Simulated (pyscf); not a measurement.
One concerted fragmentation on the doublet surface with elements of a group swapped. ωB97M-D3(BJ)/def2-TZVP, kJ/mol, from the separated reactants. PySCF, gas phase, ωB97X-D3(BJ)/def2-SVP geometries.

| step | barrier | reaction energy | imaginary mode (i cm⁻¹) |
|---|---|---|---|
| `[OH][Ge]([F])[F]` [doublet] + `[H][H]` → `[F][Ge][F]` [singlet] + `[H]` [doublet] + `[OH2]` | ? | ? | 1962 |
| `[OH][Ge]([Cl])[Cl]` [doublet] + `[H][H]` → `[Cl][Ge][Cl]` [singlet] + `[H]` [doublet] + `[OH2]` | 173.4 | +174.4 | 2133 |

Q: Fill in the missing entries.

A: 
- `[OH][Ge]([F])[F]` [doublet] + `[H][H]` → `[F][Ge][F]` [singlet] + `[H]` [doublet] + `[OH2]`, barrier: 158.8
- `[OH][Ge]([F])[F]` [doublet] + `[H][H]` → `[F][Ge][F]` [singlet] + `[H]` [doublet] + `[OH2]`, reaction energy: +147.0

Row 1: On the product side the descent ends in an adduct with a Ge–O contact, 67.3 kJ/mol under the separated species and 73.8 kJ/mol under the saddle at ωB97X-D3(BJ)/def2-TZVP. Row 2: On the product side the descent ends in a bound adduct (not fully relaxed), 67.6 kJ/mol under the separated species and 63.4 kJ/mol under the saddle at ωB97X-D3(BJ)/def2-TZVP. Each row is the saddle that its search found. Elements up to Kr have no core potential and no relativistic terms here.
